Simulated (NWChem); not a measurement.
# Basis-set convergence for H₂Si

```xyz
3

Si     0.0000     0.0000     0.1363
H      1.1001     0.0000    -0.9543
H     -1.1001     0.0000    -0.9543
```
Charge 0, spin multiplicity 1.

Everything below was run with NWChem. All single points use one geometry, from PBE/def2-SVP, a minimum by its harmonic frequencies.

Quantity: vertical ionisation energy at the level ΔB3LYP (Δ: difference of total energies, the cation a doublet at the parent's geometry with its hole in an orbital of symmetry a1 (C2v labels); it is the state that the SCF runs reached, from PBE0 orbitals for Hartree-Fock references, and need not be the lowest).

B3LYP has NWChem's definition, with VWN1-RPA local correlation. The Pople sets run with spherical d functions. The structure started from a generated list of species. No SCF solution was tested for a lower state.

Q: In cc-pVQZ the value is 9.51 eV. Among 3-21G, 6-31G*, cc-pVDZ, 6-311G**, def2-SVPD, 6-311++G**, aug-cc-pVDZ, cc-pVTZ, aug-cc-pVTZ, which is the smallest basis within 0.05 eV of it?

A: 3-21G, with 17 functions against 119 (also within reach: 6-31G*, cc-pVDZ, 6-311G**, def2-SVPD, 6-311++G**, aug-cc-pVDZ, cc-pVTZ, aug-cc-pVTZ). cc-pVQZ isn't the basis-set limit itself, and a small set can land close by cancellation.

```json
[
 {"basis": "3-21G", "functions": "17", "vertical ionisation energy (eV)": "9.48"},
 {"basis": "6-31G*", "functions": "22", "vertical ionisation energy (eV)": "9.48"},
 {"basis": "cc-pVDZ", "functions": "28", "vertical ionisation energy (eV)": "9.49"},
 {"basis": "6-311G**", "functions": "38", "vertical ionisation energy (eV)": "9.50"},
 {"basis": "def2-SVPD", "functions": "40", "vertical ionisation energy (eV)": "9.50"},
 {"basis": "6-311++G**", "functions": "44", "vertical ionisation energy (eV)": "9.51"},
 {"basis": "aug-cc-pVDZ", "functions": "45", "vertical ionisation energy (eV)": "9.51"},
 {"basis": "cc-pVTZ", "functions": "62", "vertical ionisation energy (eV)": "9.52"},
 {"basis": "aug-cc-pVTZ", "functions": "96", "vertical ionisation energy (eV)": "9.52"},
 {"basis": "cc-pVQZ", "functions": "119", "vertical ionisation energy (eV)": "9.51"}
]
```
